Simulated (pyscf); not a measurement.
Thermochemistry of product channels of H₂N–NH₂ (SMILES NN) + AlH₃ (SMILES [AlH3]) on the singlet surface, in kcal/mol, from ωB97M-D3(BJ)/def2-TZVP energies (ideal gas, 1 atm, RRHO with modes under 100 cm⁻¹ raised to 100, one conformer, R ln 2 for rigid chiral ones). PySCF, gas phase, ωB97X-D3(BJ)/def2-SVP geometries.

| products | ΔE | ΔH(298 K) | ΔG(900 K) | ΔG(1200 K) |
|---|---|---|---|---|
| H₂N–AlH₂ (SMILES [NH2][AlH2]) + NH₃ (SMILES N) | (withheld) | -64.8 | -65.6 | -66.1 |
| H₂N–NH–AlH₂ (SMILES N[NH][AlH2]) + H₂ (SMILES [H][H]) | -18.8 | -21.5 | -17.6 | -17.2 |

Task: Fill in the missing entries.

Result: 
- H₂N–AlH₂ (SMILES [NH2][AlH2]) + NH₃ (SMILES N), ΔE: -65.8

These are energies of the channels, which say nothing of barriers. H₂N–NH–AlH₂ lies 62.7 kcal/mol over its isomer H₂N–AlH–NH₂, and others may lie lower still (electronic energy, ωB97M-D3(BJ)).
